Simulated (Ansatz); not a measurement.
**HCl (SMILES Cl): BHLYP/def2-TZVPPD**

Aim: the vertical electron affinity of HCl at BHLYP/def2-TZVPPD, from 2 runs. 

The results are computed with Ansatz 0.2.0.

32 further runs of the same task are left out: 32 set aside as unsound or not needed.

## (1) The structure to begin with

HCl: 2 atoms, total charge 0, spin state singlet. SMILES: `Cl`. Geometry: relaxed at PBE0-D4/def2-TZVP.

Bond lengths: Cl1–H2 1.279 Å.

## (2) The energy at BHLYP/def2-TZVPPD

input.yaml reads:

```yaml
crystal:
  periodic: [false, false, false]
  atoms:
    - {symbol: Cl, position_ang: [0.546000, -0.178500, 0.280800]}
    - {symbol: H, position_ang: [-0.546000, 0.178500, -0.280800]}
basis:
  gaussian: {orbitals: def2-TZVPPD.json}
total_charge: 0
hamiltonian: {xc: {name: BHLYP}}
accuracy: high
output: {orbitals: {seedname: orbitals}}
```

The basis set def2-TZVPPD is read from a file made from the Basis Set Exchange's data (not shown).

Launch:

```sh
$ ansatz run input.yaml --threads 1 --pin off --max-ram 3480MiB --events-out events.jsonl --progress --plain --runs-dir runs
```

The log of the run:

```text
Warning: RAYON_NUM_THREADS=1 ignored (pool sized by the plan → 1); use --threads N
Functional definition: BHLYP
  name "BHLYP"
  parameter a = 0.5
  exchange = (1 - a)*b88_x + a*exact_x
  correlation = lyp_c
849 factors; integrals over basis functions are off by at most 3.7e-9 eV
mean field evaluation 1: about -12539.2526 eV, gradient 9.4e0 eV
mean field evaluation 2: about -12539.4079 eV, gradient 7.1e0 eV
mean field evaluation 4: about -12539.5016 eV, gradient 6.0e-1 eV
mean field evaluation 8: about -12539.5027 eV, gradient 9.1e-3 eV
mean field evaluation 16: about -12539.5027 eV, gradient 7.7e-8 eV
mean field -12539.50265102 eV, -460.8182228446 hartree, gradient 7.4e-9 eV, S^2 0.000000; 0 other end points of the search recorded, 0 dependent functions left out
reference -12539.50267132 eV, -460.8182235907 hartree; 9, 9 occupied and 59, 59 virtual orbitals, 849 factors
Total energy: -12539.50267132 eV, -460.8182235907 hartree
```

It took 1.1 s on 1 thread of Arm Neoverse V2, shared host; peak memory 0.11 GiB.

## (3) The doublet anion

in.yaml reads:

```yaml
crystal:
  periodic: [false, false, false]
  atoms:
    - {symbol: Cl, position_ang: [0.546000, -0.178500, 0.280800]}
    - {symbol: H, position_ang: [-0.546000, 0.178500, -0.280800]}
basis:
  gaussian: {orbitals: def2-TZVPPD.json}
output: {orbitals: {seedname: orbitals}}
accuracy: high
hamiltonian: {xc: {name: BHLYP}}
magnetization: {spin_polarized: true, initial_magnetization: 1}
total_charge: -1
```

The basis set def2-TZVPPD is read from a file made from the Basis Set Exchange's data (not shown).

Launch:

```sh
$ ansatz run in.yaml --threads 1 --pin off --max-ram 3480MiB --events-out events.jsonl --progress --plain --runs-dir runs
```

The log of the run:

```text
Warning: RAYON_NUM_THREADS=1 ignored (pool sized by the plan → 1); use --threads N
[... 5 set-up lines as earlier in the session ...]
849 factors; integrals over basis functions are off by at most 3.7e-9 eV
mean field evaluation 1: about -12535.1310 eV, gradient 2.2e1 eV
mean field evaluation 2: about -12536.6771 eV, gradient 1.9e1 eV
mean field evaluation 4: about -12538.0059 eV, gradient 3.4e-1 eV
mean field evaluation 8: about -12538.0385 eV, gradient 9.7e-2 eV
mean field evaluation 16: about -12538.0408 eV, gradient 3.4e-3 eV
mean field evaluation 32: about -12538.0408 eV, gradient 6.8e-8 eV
mean field -12538.04080739 eV, -460.7645010823 hartree, gradient 7.9e-8 eV, S^2 0.750389; 3 other end points of the search recorded, 0 dependent functions left out
reference -12538.04082316 eV, -460.7645016617 hartree; 10, 9 occupied and 58, 59 virtual orbitals, 849 factors
Total energy: -12538.04082316 eV, -460.7645016617 hartree
```

Run time: 3.9 s. Hardware: 1 thread of Arm Neoverse V2, shared host; peak memory 0.14 GiB.

## (4) Results

At BHLYP/def2-TZVPPD:

| quantity | value |
| --- | --- |
| singlet HCl: total energy | -460.81822 Eh |
| singlet HCl: HOMO energy | -10.83 eV |
| singlet HCl: LUMO energy | 0.47 eV |
| singlet HCl: HOMO–LUMO gap | 11.30 eV |
| doublet anion: total energy | -460.76450 Eh |
| doublet anion: HOMO energy (highest over α and β) | 2.52 eV |
| doublet anion: LUMO energy (lowest over α and β) | 5.12 eV |
| doublet anion: ⟨S²⟩ | 0.750 |
| vertical electron affinity (to the doublet anion) | -1.462 eV |

What this shows: The anion lies 1.46 eV (34 kcal/mol) above the neutral: the electron isn't bound at this level, and such a value depends on the basis. The HOMO (doublet anion) lies at positive energy, 2.52 eV; only total energies tell whether the electron is bound.
